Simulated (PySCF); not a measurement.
**Stretching NaB**

Set-up: Na jorge-DZP-DKH, B jorge-DZP-DKH; spin-free X2C with a Gaussian nucleus (PySCF 2.14). Energies in eV from Na + B in their ground configurations at the same level. State: ³Π (triplet), unpaired electrons σ ↑, π ↑.

All columns are PBE0. A positive dipole means Na(−)B(+).

```
R (Å)  E (eV)  μ (D)  Mulliken charge on Na (basis-dependent)  HOMO (eV)  LUMO (eV)  Mayer bond order  ⟨S²⟩
2.148  -0.658  -5.41                                     0.49      -3.99      -1.63              0.85  2.00
2.248  -0.809  -5.58                                     0.47      -3.92      -1.56              0.86  2.00
2.348  -0.893  -5.71                                     0.45      -3.86      -1.51              0.88  2.00
2.423  -0.922  -5.79                                     0.43      -3.83      -1.48              0.88  2.00
2.498  -0.930  -5.85                                     0.42      -3.81      -1.52              0.88  2.00
2.573  -0.922  -5.89                                     0.40      -3.79      -1.56              0.88  2.01
2.673  -0.893  -5.91                                     0.38      -3.79      -1.62              0.88  2.01
2.798  -0.836  -5.89                                     0.35      -3.79      -1.68              0.86  2.01
2.948  -0.754  -5.80                                     0.32      -3.82      -1.74              0.83  2.01
3.147  -0.637  -5.59                                     0.29      -3.89      -1.82              0.76  2.01
```

A fit through these points gives, at Re = 2.494 Å, μ = -5.84 D and dμ/dR = -0.683 D/Å; the reduced mass is 7.444 u.

How strong is the fundamental in the double-harmonic approximation, I = 42.26·(dμ/dR)²/μred km/mol?

I = 42.26·(-0.683)²/7.444 = 2.65 km/mol at PBE0.

The state was picked by a PBE0 search and need not be the measured ground state.
